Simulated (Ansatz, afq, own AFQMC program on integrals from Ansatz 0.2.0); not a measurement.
Two steps: Ansatz 0.2.0 writes the Fock matrix and Cholesky factors of the valence space, and afq projects on them the lowest state that overlaps trial and start.

```yaml
crystal:
  periodic: [false, false, false]
  atoms:
    - {symbol: B, position_ang: [0.000000, -0.136814, 5.053066]}
    - {symbol: Al, position_ang: [0.000000, 0.668142, -1.996123]}
    - {symbol: H, position_ang: [0.000000, -0.531328, -3.056942]}
basis:
  gaussian: {orbitals: 6-31G}
magnetization: {spin_polarized: true, initial_magnetization: 1}
correlation: {method: ccsd_t, electrons: outside_noble_gas, hamiltonian_folder: ham}
```

```sh
$ ansatz run in.yaml --threads 1 --pin off --events-out ev --progress --plain --max-ram 16896MiB --backend cuda --devices 0, --max-vram 18GiB
```

afq runs on the folder ham with

```
--method free --trial cid --walkers 200 --time-step 0.08 --max-blocks 30 --target-error 0.00128 --factor-cut 1e-05 --seed 7405 --times 0.0,0.16,0.4,0.8,1.2 --taylor-order 6
```

Times are imaginary, in 1/Eh. The walk had a cap of 60 s.

afq prints:

```
orbitals 18  electrons 4 3  factors 80 of 296
reference energy -266.94476699 Eh
CCSD correlation -0.08729989 Eh in 25 cycles, weight of the determinant in the CISD state 0.8679
repeat  energy at the last time / Eh  error
    10  -267.032736  0.000117
    20  -267.032757  0.000071
    30  -267.032786  0.000064
time / (1/Eh)  energy / Eh  error  mean overlap
  0.00  -267.032062  0.000044  1.1324
  0.16  -267.032254  0.000041  1.1341
  0.40  -267.032490  0.000048  1.1332
  0.80  -267.032697  0.000063  1.1314
  1.20  -267.032786  0.000064  1.1281
energy -267.032786 +/- 0.000064 Eh
```

The run passed its tests (error under three times the target), which doesn't prove that it has relaxed.

Against this walk (error 1.7 meV) on the same determinant: CCSD(T) 3.1 meV higher (within the noise), CCSDT(Q) 5.8 meV lower, CCSDTQ 6.3 meV lower, full CI 6.3 meV lower. The error is statistical, and a free projection of finite length keeps a remainder of its start. The projection is still falling at its last time (meV from the last point: 19.7 ± 1.2 at 0.00, 14.5 ± 1.1 at 0.16, 8.1 ± 1.3 at 0.40, 2.4 ± 1.7 at 0.80, 0.0 ± 1.7 at 1.20), so its energy is a cut-off value, and the gaps above aren't errors of the other methods. Full CI is exact here, so the walk's 6 meV above it is the walk's own error: what remains of the start.

Cautions: remainder of the start not in the error; the determinant is a saddle point among determinants of its kind; the time-step error isn't removed.

The walk took 1.3 s on 1 × NVIDIA H100 80GB HBM3 with 2 threads of AMD EPYC 7R13 Processor (Zen 3) (shared host) (the card was shared). The log's last line is the free-projection energy.

CCSDT and higher add their correlation energy to the determinant of the CCSD(T) run, since their own runs factorise the integrals more tightly (a shift of under 2 meV). A walk keeps the symmetry of its determinant, which the program's search chose and which needn't be the lowest solution, so a lower state of the same spin and another symmetry isn't excluded.
